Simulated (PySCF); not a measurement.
Stepwise substitution at one centre (Si F-NH2). Isolated molecules, 0 K electronic values unless said otherwise. One relaxed conformer stands for each flexible species; it need not be the lowest. Strings in code marks are SMILES.

Level of theory: PBE-D3(BJ)/def2-TZVP // B3LYP-D3(BJ)/def2-TZVP (PySCF). All candidates: neutral, multiplicity 1. 

```json
{
 "HOMO–LUMO gap": "9.98 eV",
 "HOMO": "-10.58 eV",
 "dipole_moment": "0.00 D"
}
```

Task: Identify which member has these values.
A) `F[Si](F)(F)F`
B) `N[Si](F)(F)F`
C) `N[Si](N)(F)F`

Result: A, `F[Si](F)(F)F`. The others give `N[Si](N)(F)F`: 6.41 eV, -6.56 eV, 2.50 D; `N[Si](F)(F)F`: 6.64 eV, -7.05 eV, 2.81 D
